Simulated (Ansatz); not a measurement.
# How close CCSD(T) comes to the exact answer in a basis

Each species is computed at the geometry given (Å), with frozen cores, in Ansatz 0.2.0: RHF-CCSD(T) for singlets, UHF-CCSD(T) otherwise, and full CI in the same basis. The program picks the determinant by trial CCSD, so it needn't be the lowest Hartree–Fock solution. States: HNB A'', AlH3 A1, HAlN A'', HAl–AlH Σg⁻ or Δg. Cases whose determinant has another symmetry than full CI's state, or whose (Q) step broke down, weren't drawn.

Q: Judging by size, spin and bonding, rank them by the size of CCSD(T)'s error in total energy against full CI in the same basis, smallest first (an estimate).
A. AlH₃, singlet, cc-pVDZ: Al 0.000 0.000 0.000; H 1.392 0.013 0.000; H -0.708 1.199 -0.002; H -0.685 -1.212 0.003
B. HAl–AlH, triplet, 6-31G: Al 0.000 0.000 1.309; Al 0.000 0.000 -1.309; H 0.000 0.000 3.101; H 0.000 0.000 -3.101
C. HAlN, quartet, 6-31G: Al 0.000 -0.105 0.617; N 0.000 0.108 -1.290; H 0.000 1.308 1.395
D. HNB, quartet, 6-31G: B 0.000 0.072 0.868; N 0.000 -0.126 -0.583; H 0.000 0.973 -1.204

A: A (8.7 meV), C (22.0 meV), D (32.2 meV), B (53.8 meV).

```json
{"species": "AlH3, singlet", "basis": "cc-pVDZ", "correlated electrons": "6", "CCSD(T) − full CI (meV)": "8.7", "CCSDT(Q) − full CI (meV)": "0.1", "unpaired electrons (full CI)": "0.02", "T1": "0.007", "⟨S²⟩ of the determinant": "0.00"}
{"species": "HAlN, quartet", "basis": "6-31G", "correlated electrons": "9", "CCSD(T) − full CI (meV)": "22.0", "CCSDT(Q) − full CI (meV)": "-1.1", "unpaired electrons (full CI)": "3.03", "T1": "0.024", "⟨S²⟩ of the determinant": "3.78"}
{"species": "HNB, quartet", "basis": "6-31G", "correlated electrons": "9", "CCSD(T) − full CI (meV)": "32.2", "CCSDT(Q) − full CI (meV)": "-0.5", "unpaired electrons (full CI)": "3.05", "T1": "0.028", "⟨S²⟩ of the determinant": "3.75"}
{"species": "HAl–AlH, triplet", "basis": "6-31G", "correlated electrons": "8", "CCSD(T) − full CI (meV)": "53.8", "CCSDT(Q) − full CI (meV)": "5.4", "unpaired electrons (full CI)": "2.14", "T1": "0.023", "⟨S²⟩ of the determinant": "2.06"}
```

Unpaired electrons are Σ n²(2−n)² over natural occupations; an open shell counts its own unpaired electrons too. Frozen cores follow each run's orbitals, which moves totals by a few meV.
